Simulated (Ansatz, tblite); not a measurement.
# The cluster TlF2−: a ladder of methods and basis sets

An exercise on one series of results from a longer session: the logs are not shown, and one member is left open.

The runs use Ansatz 0.2.0, Gaussian basis; as each input shows.

Levels to be run: GFN1-xTB, GFN2-xTB, PBE-D4/def2-TZVPD, r2SCAN-D4/def2-TZVPD, HSE06-D4/def2-TZVPD, BHLYP-D4/def2-TZVPD, r2SCAN0-D4/def2-TZVPD, LDA/def2-TZVPD, HF/def2-TZVPD, PBE-D4/def2-SVPD, PBE0-D4/def2-SVPD, CCSD(T)/def2-TZVPPD, MP2/def2-TZVPD, RPA/def2-TZVPD.

## The geometry

The geometry is that of the singlet, from an earlier relaxation (PBE0-D4/def2-TZVPD). At that level it is the lowest of the isomers that a small search found.

3 atoms, charge -1, spin multiplicity 1.

Bond lengths: Tl1–F2 2.208 Å, Tl1–F3 2.208 Å. Angles: F2–Tl1–F3 99.5°.

Tl takes a core potential in the def2 sets. No spin-orbit coupling is included. The ion is computed in the gas phase, without counter-ions or solvent.

PBE0-D4/def2-TZVPD was run before; its log isn't repeated, and its numbers join the tables.

Set-up of the first run:

Tight binding, by tblite at 300 K electronic temperature and without a spin-polarisation term:

```python
tblite.interface.Calculator('GFN1-xTB', numbers, positions, charge=-1, uhf=0).singlepoint()
```

Tight binding, by tblite at 300 K electronic temperature and without a spin-polarisation term:

```python
tblite.interface.Calculator('GFN2-xTB', numbers, positions, charge=-1, uhf=0).singlepoint()
```

start.molden holds the orbitals of an earlier run on this state, given as this run's starting guess.

Input file in.yaml:

```yaml
crystal:
  periodic: [false, false, false]
  atoms:
    - {symbol: Tl, position_ang: [-0.247043, -0.794783, -0.461366]}
    - {symbol: F, position_ang: [-0.984492, 1.274615, -0.687236]}
    - {symbol: F, position_ang: [1.231535, -0.479833, 1.148602]}
basis:
  gaussian: {orbitals: def2-TZVPD, initial_orbitals: start.molden}
total_charge: -1
hamiltonian: {xc: pbe, dispersion: d4}
scf: {omitted_lower_state_checks: [starts]}
output: {orbitals: {seedname: orbitals}}
```

Command:

```
$ ansatz run in.yaml --threads 4 --pin off --events-out ev --progress --plain --max-ram 3916MiB
```

Steps of the session up to this table: PBE-D4/def2-TZVPD; r2SCAN-D4/def2-TZVPD; HSE06-D4/def2-TZVPD; BHLYP-D4/def2-TZVPD; r2SCAN0-D4/def2-TZVPD; LDA/def2-TZVPD; HF/def2-TZVPD; PBE-D4/def2-SVPD; PBE0-D4/def2-SVPD; CCSD(T)/def2-TZVPPD; MP2/def2-TZVPD; RPA/def2-TZVPD.

One table of the session follows, with a row left open; its other results are not shown here.

It belongs to the step «Levels side by side». 

```
                level  HOMO (eV)  LUMO (eV)  gap (eV)
        HF/def2-TZVPD      -4.47       4.74      9.20
       LDA/def2-TZVPD      -1.13       2.47      3.60
     PBE-D4/def2-SVPD      -0.91       2.76      3.66
    PBE-D4/def2-TZVPD      -0.88       2.63      3.51
 r2SCAN-D4/def2-TZVPD      -1.12       2.97      4.08
    PBE0-D4/def2-SVPD      -2.08       3.34      5.42
   PBE0-D4/def2-TZVPD      -2.04       3.16      5.20
r2SCAN0-D4/def2-TZVPD          ?          ?         ?
  HSE06-D4/def2-TZVPD      -1.65       2.83      4.49
  BHLYP-D4/def2-TZVPD      -3.14       3.57      6.71
```

Q: Estimate the row for r2SCAN0-D4/def2-TZVPD from the others.

The run gave: HOMO (eV): -2.26; LUMO (eV): 3.40; gap (eV): 5.66. In the column «HOMO (eV)» it lies between BHLYP-D4/def2-TZVPD (-3.14) and PBE0-D4/def2-SVPD (-2.08).
